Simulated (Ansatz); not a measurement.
**SiO (SMILES O=[Si]) at 6 levels**

Wanted: a comparison of 6 runs (HF/STO-3G, B3LYP/STO-3G, CAM-B3LYP/STO-3G, wB97X/STO-3G, UMP2/STO-3G, FCI/STO-3G) of SiO. 

Program for the calculation: Ansatz 0.2.0.

55 further runs of the same task are left out: 15 that didn't finish, 40 set aside as unsound or not needed.

## Step 1: The molecule

The species is SiO (2 atoms), meant as a singlet with charge 0. SMILES: `O=[Si]`. The Si2–O1 distance was set to 3.772 Å, away from the relaxed value.

## Step 2: A single-point energy at HF/STO-3G (run 1)

input.yaml reads:

```yaml
crystal:
  periodic: [false, false, false]
  atoms:
    - {symbol: O, position_ang: [-2.562784, 0.925994, -1.295992]}
    - {symbol: Si, position_ang: [0.640700, -0.231500, 0.324000]}
basis:
  gaussian:
    orbitals: STO-3G
hamiltonian:
  xc: hf
accuracy: high
```

Launch:

```sh
$ ansatz run input.yaml --threads 1 --pin off --max-ram 2610MiB --events-out events.jsonl --progress --plain --runs-dir runs
```

The log of the run:

```text
Warning: RAYON_NUM_THREADS=1 ignored (pool sized by the plan → 1); use --threads N
Functional definition: HF
  name "HF"
  exchange = exact_x
  correlation = 0
204 factors; integrals over basis functions are off by at most 5.3e-9 eV
mean field evaluation 1: about -9732.7204 eV, gradient 9.8e0 eV
mean field evaluation 2: about -9732.7213 eV, gradient 9.8e0 eV
mean field evaluation 4: about -9732.3198 eV, gradient 1.4e1 eV
mean field evaluation 8: about -9732.9026 eV, gradient 1.0e1 eV
mean field evaluation 16: about -9770.1896 eV, gradient 1.2e-9 eV
mean field evaluation 32: about -9770.1335 eV, gradient 9.4e-1 eV
mean field evaluation 64: about -9770.1409 eV, gradient 1.6e-1 eV
mean field evaluation 96: about -9758.6217 eV, gradient 2.0e1 eV
mean field -9770.18961601 eV, -359.0478459160 hartree, gradient 1.6e-8 eV, S^2 0.000000; 4 other end points of the search recorded, 0 dependent functions left out
reference -9770.18961601 eV, -359.0478459160 hartree; 11, 11 occupied and 3, 3 virtual orbitals, 204 factors
Total energy: -9770.18961601 eV, -359.0478459160 hartree
```

Wall time 0.12 s (1 thread of Arm Neoverse V1, shared host).

## Step 3: A single-point energy at B3LYP/STO-3G (run 2)

in.yaml reads:

```yaml
crystal:
  periodic: [false, false, false]
  atoms:
    - {symbol: O, position_ang: [-2.562784, 0.925994, -1.295992]}
    - {symbol: Si, position_ang: [0.640700, -0.231500, 0.324000]}
basis:
  gaussian: {orbitals: STO-3G}
magnetization: {spin_polarized: false}
hamiltonian: {xc: {name: B3LYP}}
accuracy: high
```

Launch:

```sh
$ ansatz run in.yaml --threads 1 --pin off --max-ram 2610MiB --events-out events.jsonl --progress --plain --runs-dir runs
```

The log of the run:

```text
Warning: RAYON_NUM_THREADS=1 ignored (pool sized by the plan → 1); use --threads N
Functional definition: B3LYP
  name "B3LYP"
  parameter a0 = 0.2
  parameter ax = 0.72
  parameter ac = 0.81
  exchange = (1 - a0 - ax)*slater_x + ax*b88_x + a0*exact_x
  correlation = (1 - ac)*vwn_rpa_c + ac*lyp_c
204 factors; integrals over basis functions are off by at most 5.3e-9 eV
mean field evaluation 1: about -9752.8910 eV, gradient 1.3e1 eV
mean field evaluation 2: about -9573.2443 eV, gradient 9.8e0 eV
mean field evaluation 4: about -9752.0469 eV, gradient 1.9e1 eV
mean field evaluation 8: about -9790.9251 eV, gradient 5.5e0 eV
mean field evaluation 16: about -9791.1612 eV, gradient 9.9e-6 eV
mean field evaluation 32: about -9790.4733 eV, gradient 2.0e0 eV
mean field -9791.16122170 eV, -359.8185382099 hartree, gradient 3.4e-9 eV, S^2 0.000000; 5 other end points of the search recorded, 0 dependent functions left out
reference -9791.16124607 eV, -359.8185391054 hartree; 11, 11 occupied and 3, 3 virtual orbitals, 204 factors
Total energy: -9791.16124607 eV, -359.8185391054 hartree
```

It took 1.2 s on 1 thread of Arm Neoverse V1, shared host.

Run 3 isn't shown in full; the table further down has it.

## Step 4: The energy at wB97X/STO-3G (run 4)

Changes to in.yaml since step 3:

```diff
@@ -7,4 +7,3 @@
   gaussian: {orbitals: STO-3G}
-magnetization: {spin_polarized: false}
-hamiltonian: {xc: {name: B3LYP}}
+hamiltonian: {xc: {name: wB97X}}
 accuracy: high
```

Launch:

```sh
$ ansatz run in.yaml --threads 1 --pin off --max-ram 2610MiB --events-out events.jsonl --progress --plain --runs-dir runs
```

The log of the run (excerpt; [...] marks lines left out):

```text
Warning: RAYON_NUM_THREADS=1 ignored (pool sized by the plan → 1); use --threads N
Functional definition: wB97X
  name "wB97X"
[...]
      + exact_x_lr(omega)
[...]
      + integral(e_c_pw_opposite_spin*poly(b97_u_opposite, 1, cos1, cos2, cos3, cos4))
204 factors; integrals over basis functions are off by at most 5.3e-9 eV
94 factors; integrals over basis functions are off by at most 1.1e-9 eV
[...]
mean field -9790.41955751 eV, -359.7912825539 hartree, gradient 5.9e-9 eV, S^2 0.000000; 2 other end points of the search recorded, 0 dependent functions left out
reference -9790.41955627 eV, -359.7912825082 hartree; 11, 11 occupied and 3, 3 virtual orbitals, 204 factors
Total energy: -9790.41955627 eV, -359.7912825082 hartree
```

Run time: 4.8 s. Hardware: 1 thread of Arm Neoverse V1, shared host; peak memory 0.17 GiB.

Run 5 isn't shown in full; the table further down has it.

## Step 5: A single-point energy at FCI/STO-3G (run 6)

molecule.yaml reads:

```yaml
basis:
  gaussian: {orbitals: STO-3G}
crystal:
  periodic: [false, false, false]
  atoms:
    - {symbol: O, position_ang: [-2.562784, 0.925994, -1.295992]}
    - {symbol: Si, position_ang: [0.640700, -0.231500, 0.324000]}
correlation: {method: fci, frozen_orbitals: {O: 1, Si: 5}}
accuracy: high
```

Launch:

```sh
$ ansatz run molecule.yaml --threads 1 --pin off --max-ram 2610MiB --events-out events.jsonl --progress --plain --runs-dir runs
```

The log of the run (excerpt; [...] marks lines left out):

```text
Warning: RAYON_NUM_THREADS=1 ignored (pool sized by the plan → 1); use --threads N
Functional definition: HF
  name "HF"
[...]
204 factors; integrals over basis functions are off by at most 5.3e-9 eV
[...]
mean field -9770.18961601 eV, -359.0478459160 hartree, gradient 1.6e-8 eV, S^2 0.000000; 23 other end points of the search recorded, 0 dependent functions left out; unrestricted orbitals would lower it
[...]
determinant -9770.18961601 eV, -359.0478459160 hartree, with singles and doubles -9772.39304639 eV, -359.1288204889 hartree
determinant -9770.15133089 eV, -359.0464389639 hartree, with singles and doubles -9772.47669707 eV, -359.1318945948 hartree
determinant -9770.14102727 eV, -359.0460603128 hartree, with singles and doubles -9772.51213953 eV, -359.1331970811 hartree
determinant -9770.11473210 eV, -359.0450939830 hartree, with singles and doubles -9772.42213041 eV, -359.1298893070 hartree
determinant -9770.10724274 eV, -359.0448187542 hartree, with singles and doubles -9772.57714629 eV, -359.1355860354 hartree
determinant -9770.18961601 eV, -359.0478459160 hartree, with singles and doubles -9772.45300361 eV, -359.1310238761 hartree
determinant -9770.15133089 eV, -359.0464389639 hartree, with no singles and doubles
determinant -9770.14102727 eV, -359.0460603128 hartree, with no singles and doubles
determinant -9770.11473210 eV, -359.0450939830 hartree, with no singles and doubles
determinant -9770.10724274 eV, -359.0448187542 hartree, with no singles and doubles
unrestricted determinant -9774.21519439 eV, -359.1957831927 hartree, S^2 1.9987
6 core orbitals not correlated: weight in the atoms' cores, before any rotation towards them, 1.000 or more for the frozen orbitals, at most 0.000 for the correlated occupied ones
reference -9770.18961601 eV, -359.0478459160 hartree; 5, 5 occupied and 3, 3 virtual orbitals, 204 factors
state -9776.62077623 eV, -359.2841866950 hartree
Total energy: -9776.62077623 eV, -359.2841866950 hartree
```

Run time: 0.86 s. Hardware: 1 thread of Arm Neoverse V1, shared host.

## Step 6: All runs side by side

```
run             level  frozen core orbitals  energy (Eh)  wall time
  1         HF/STO-3G                     –  -359.047846     0.12 s
  2      B3LYP/STO-3G                     –  -359.818539      1.2 s
  3  CAM-B3LYP/STO-3G                     –  -359.759654     0.76 s
  4      wB97X/STO-3G                     –  -359.791283      4.8 s
  5       UMP2/STO-3G                     6  -359.278129     0.46 s
  6        FCI/STO-3G                     6  -359.284187     0.86 s
```

## Step 7: Summary of results

```
                                          quantity          value
                               run 6: total energy  -359.28419 Eh
run 6: correlation energy (6 core orbitals frozen)     -236.3 mEh
```

What this shows: Against full CI in this basis: HF +236.3 mEh; UMP2 +6.1 mEh. Totals of different functionals can't be ranked against each other. In runs 1, 2, 3, 4, 5, 6 the basis is minimal, so the values are rough. In runs 1, 2, 3, 4 a closed-shell determinant meets a far-stretched bond, which it describes badly. Spin contamination of the reference: run 5 ⟨S²⟩ = 2.00. Where it is this large, the reference is a mixture of spin states, and values that rest on it are in doubt. All runs together took 8.2 s, the longest 4.8 s.
